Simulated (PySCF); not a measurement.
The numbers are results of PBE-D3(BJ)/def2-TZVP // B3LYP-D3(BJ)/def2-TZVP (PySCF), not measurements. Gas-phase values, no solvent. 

Reference species (SMILES): `C=C` (neutral, multiplicity 1).

```json
{
  "LUMO": "-0.94 eV",
  "S1 oscillator strength": "0.000"
}
```

Changed species: `C#CC=C` (X = ethynyl; the reference has X = H).

### Question
What does the change do to the LUMO and S1 oscillator strength?

### Answer
the LUMO falls by 1.00 eV, to -1.94 eV; the S1 oscillator strength is nearly the same.
